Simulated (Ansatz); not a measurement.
Calculated with Ansatz (gas phase, PBE0-D4/def2-TZVP geometries, no zero-point term in ΔE). CBS: MP2 limit from def2 TZ/QZ plus the TZ coupled-cluster correction, frozen cores. This one scheme is used for every species. DFT in def2-TZVPP. B3LYP here is the variant with VWN-RPA as its local correlation; programs differ in this. Each species was taken in one conformer, which may not be the lowest.

`NC(=O)C(O)O` + CH₃SH → `CSC(O)O` + `NC=O`  (substitution at a C–C bond)

Question: Is it downhill or uphill in electronic energy at CCSD(T)/CBS, and by how much? (Best estimate.)

Answer: Ansatz gave: Uphill: ΔE = +0.32 eV.

Question: What do these levels give: PBE0-D4, r2SCAN, PBE0, B3LYP, CCSD(T)/def2-TZVPP, HF/CBS(def2)? (Best estimate.)

Answer: Computed: PBE0-D4 0.34, r2SCAN 0.33, PBE0 0.34, B3LYP 0.31, CCSD(T)/def2-TZVPP 0.36, HF/CBS(def2) 0.38 eV.

Largest T1 diagnostic among the species: 0.016.

From PBE to PBE0 (25 % exact exchange), in def2-TZVPP and without D4, ΔE moves by +0.06 eV.
